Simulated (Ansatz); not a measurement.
InSb: pressure series

Consider InSb in the zinc blende structure (space group F-43m, No. 216; a = 6.519 Å).

Cell and atoms are relaxed at each pressure.

The values are results of PBEsol, PAW, 420 eV (Ansatz, a first-principles code; no SOC), not measurements.

| pressure (GPa) | volume per atom (Å³/atom) |
|---|---|
| 0 | 34.632 |
| 0.9 | 33.941 |
| 2.1 | 33.134 |
| 4.5 | 31.779 |
| 9 | 29.875 |
| 15 | ? |
| 22.5 | 26.343 |

Fit the third-order Birch–Murnaghan form P(V) = (3B₀/2)[(V₀/V)^(7/3) − (V₀/V)^(5/3)]·[1 + (3/4)(B₀′ − 4)((V₀/V)^(2/3) − 1)] (squares taken in P) to the rows shown and predict the withheld row.

Least squares on the printed values gives V₀ = 34.628 Å³/atom, B₀ = 42.9 GPa, B₀′ = 4.7; this predicts 28.027 Å³/atom, and the run gives 28.033 Å³/atom, 0.006 higher.

Measured bulk modulus of InSb: 46.1 GPa (static lattice; corrected from measurement; as listed in Daniel Mejia-Rodriguez, S. B. Trickey, Phys. Rev. B (2018)); the computed value is 7 % below it.

Load acts through the strain it causes; cell and atoms are relaxed under it. No phonon test of stability was made. Tetrahedral semiconductors of this kind turn to denser phases somewhere between about 1 and 50 GPa; those were not computed, so compressed cells here can lie past the real transition. All final runs are without spin polarisation.
